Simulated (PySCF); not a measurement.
**Basis-set dependence of excited states**

Compound: C3H6F2O.
Atom-mapped SMILES: `[CH3:1][O:2][C@H:3]([F:4])[CH2:5][F:6]` (hydrogens: H7, H8, H9 on C1; H10 on C3; H11, H12 on C5)

TDDFT with PBE0 (PySCF), vertical singlets, core orbitals frozen in the response, spherical d and f functions. The structure is a single PBE0-D3(BJ)/def2-SVP conformer in the gas phase; no vibrational or solvent corrections.

Question: How do the low singlets change with the basis? Take 6-31G*, def2-SVP, 6-31+G*, def2-SVPD, aug-cc-pVDZ, def2-TZVP and def2-TZVPD.

Answer: 

```csv
basis,functions,diffuse,S1 (eV),S2 (eV),S3 (eV),S4 (eV),S5 (eV),LUMO (eV),α (au)
6-31G*,96,no,9.57,9.60,9.90,10.39,10.42,2.76,36.9
def2-SVP,114,no,9.06,9.42,9.73,9.87,10.03,2.01,37.1
6-31+G*,120,yes,7.98,8.30,8.53,8.59,8.75,0.54,42.1
def2-SVPD,177,yes,8.21,8.63,8.91,9.02,9.10,0.78,45.5
aug-cc-pVDZ,192,yes,7.56,8.02,8.14,8.22,8.38,0.02,46.4
def2-TZVP,222,no,8.67,8.92,9.26,9.44,9.52,1.45,43.1
def2-TZVPD,285,yes,7.85,8.28,8.51,8.59,8.65,0.40,46.5
```

States are compared by their number. Against the largest diffuse basis here (def2-TZVPD, itself not a converged limit), sets without diffuse functions differ by up to 1.72 eV in S1 and 1.77 eV in S5; the smaller diffuse sets differ by up to 0.36 and 0.44 eV. State by state, the largest deviation of a set without diffuse functions is S1 1.72, S2 1.32, S3 1.39, S4 1.80, S5 1.77 eV. The same number needn't mean the same state in each row. Against def2-TZVPD the polarisability deviates by -21% in 6-31G*, -20% in def2-SVP, -10% in 6-31+G*, -2% in def2-SVPD, 0% in aug-cc-pVDZ, -7% in def2-TZVP. A single + in a Pople set puts diffuse functions on heavy atoms only.

Without π bonds the low states may be Rydberg-like; a valence basis with one diffuse set may place them up to an eV too high.
